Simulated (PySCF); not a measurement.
Gas-phase reaction: C3H6 (cyclic) + 3 CH4 = 6 CH3

Method: PySCF energies plus ideal-gas RRHO corrections (1 bar). Table values come from the NASA 1993 polynomials. † marks an energy on the PBE0/def2-TZVP geometry and frequencies. Open shells (unrestricted): CH3 (multiplicity 2); the rest are closed-shell singlets.

LDA/def2-TZVP† gives ΔH°(298 K) = 1267.6 kJ.

Problem. What does r2SCAN/def2-TZVP† give, and where does the table lie?

Solution. r2SCAN/def2-TZVP†: 948.3 kJ. Table: 1051.9 kJ.
